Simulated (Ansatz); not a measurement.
C3H8N2, SMILES `CC(N)C=N`. Total charge 0; spin multiplicity 1.

Cartesian coordinates in Å:
```
C 1.351 0.026 -0.230
C -0.008 0.378 0.348
N -0.723 1.451 -0.335
C -0.939 -0.800 0.425
N -0.576 -1.973 0.130
H 1.830 -0.771 0.340
H 1.248 -0.328 -1.259
H 2.000 0.905 -0.225
H 0.123 0.713 1.387
H -0.794 1.243 -1.324
H -0.212 2.321 -0.254
H -1.955 -0.535 0.748
H -1.344 -2.631 0.249
```

**Question.** What are the harmonic wavenumbers in cm⁻¹ at PBE0-D4/def2-TZVP (Ansatz, finite differences of forces, unscaled)? (Estimate.)

**Answer.** Ansatz gave: 97, 234, 273, 284, 391, 420, 606, 773, 846, 852, 953, 1015, 1116, 1128, 1158, 1223, 1237, 1356, 1379, 1401, 1419, 1473, 1486, 1660, 1750, 3010, 3042, 3052, 3128, 3141, 3486, 3517, 3603.

**Question.** Is this a minimum?

**Answer.** Yes, all 33 modes are real.

**Question.** Give the ideal-gas thermochemistry at 298.15 K and 1 bar (rigid rotor, harmonic oscillator; point group C1, symmetry number 1).

**Answer.** Zero-point energy 302.1 kJ/mol; H(298) − E = 320.8 kJ/mol; entropy 319.1 J/(mol·K), of which translation 162.2, rotation 107.1, vibration 49.8; G(298) − E = 225.7 kJ/mol. Modes under 100 cm⁻¹ are hindered rotations or soft bends, so the harmonic entropy is rough.
